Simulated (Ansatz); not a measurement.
A ladder of methods for PH3 (phosphine)

The species is PH3 (4 atoms), meant as a singlet with charge 0. SMILES: `P`. Geometry: optimised at r2SCAN/def2-SVP.

```xyz
4

P     0.3517   -0.3319   -0.3383
H     0.6310   -0.0326    1.0313
H    -1.0098   -0.6632   -0.0559
H     0.0272    1.0277   -0.6370
```

Quantity: the dissociation energy of the H2–P1 bond into doublet H and doublet PH2 (shapes relaxed at r2SCAN/def2-SVP, no zero-point term), in eV. The values are calculated.

```json
{"level": "HF/def2-TZVPP", "kind": "Hartree–Fock", "program": "Ansatz", "value (eV)": "2.75"}
{"level": "SVWN5/def2-TZVPP", "kind": "LDA", "program": "Ansatz", "value (eV)": "4.18"}
{"level": "BLYP/def2-TZVPP", "kind": "GGA", "program": "Ansatz", "value (eV)": "3.69"}
{"level": "PBE/def2-TZVPP", "kind": "GGA", "program": "Ansatz", "value (eV)": "3.68"}
{"level": "PBE0-D4/def2-TZVPP", "kind": "global hybrid", "program": "Ansatz", "value (eV)": "3.67"}
{"level": "wB97M-V/def2-TZVPP", "kind": "range-separated hybrid", "program": "Ansatz", "value (eV)": "3.83"}
{"level": "B2PLYP/def2-TZVPP", "kind": "double hybrid", "program": "Ansatz", "value (eV)": "3.72"}
{"level": "RPA@PBE/def2-TZVPP", "kind": "RPA", "program": "Ansatz", "value (eV)": "3.67"}
```

The values span 2.75 to 4.18 eV. Hartree–Fock misses the correlation of the electron pair that is broken and comes out low. Measured bond enthalpies also hold zero-point and thermal terms, a few tenths of an eV less.
